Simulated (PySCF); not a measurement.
**A search over the determinants of NH⁺**

Unrestricted PBE0; basis H jorge-DZP-DKH, N jorge-DZP-DKH; spin-free X2C with a Gaussian nucleus; PySCF 2.14. Outer shells of the fragments: N 2s2 2p3.

Followed along the bond (rough minima from three points):

| 2Ms+1 | unpaired | ⟨S²⟩ at the start | R at minimum (Å) | Te (eV) |
| --- | --- | --- | --- | --- |
| 4 | σ ↑, π ↑↑ | 3.75 | 1.12 | 0.00 |
| 2 | π ↑ | 0.75 | 1.09 | 0.16 |
| 2 | σ ↓, π ↑↑ | 1.77 | none in the scan | ≤ 1.44 |
| 2 | σ ↑, π ↑↓ | 1.76 | none in the scan | ≤ 1.48 |

Solutions found at the starting distance of 1.075 Å, counted from the lowest of them; the search is not exhaustive and high or unbound solutions are not listed, so other states can lie among these:

| 2Ms+1 | unpaired | term | E (eV) | ⟨S²⟩ | ⟨Lz²⟩ | μ (D) |
| --- | --- | --- | --- | --- | --- | --- |
| 4 | σ ↑, π ↑↑ | ⁴Σ⁻ | 0.00 | 3.75 | 0.00 | -1.68 |
| 2 | π ↑ | ²Π | 0.14 | 0.75 | 1.00 | -2.06 |
| 2 | σ ↑, π ↑↓ | mixed | 1.54 | 1.76 | 2.01 | -1.88 |
| 2 | σ ↓, π ↑↑ | mixed | 1.57 | 1.77 | 0.00 | -2.01 |
| 2 | σ ↑ | mixed | 3.60 | 0.75 | 2.00 | -1.89 |
| 2 | π ↑ | ²Π | 7.40 | 0.77 | 1.00 | -1.93 |

A term symbol is given only where ⟨S²⟩ and ⟨Lz²⟩ are close to those of a pure state; real π, δ and φ orbitals otherwise mix terms. A positive dipole points towards N; it is taken about the centre of mass and depends on that origin.

Counting both spins, an empty level lies below a filled one in some of these solutions, because spin and occupation are held.
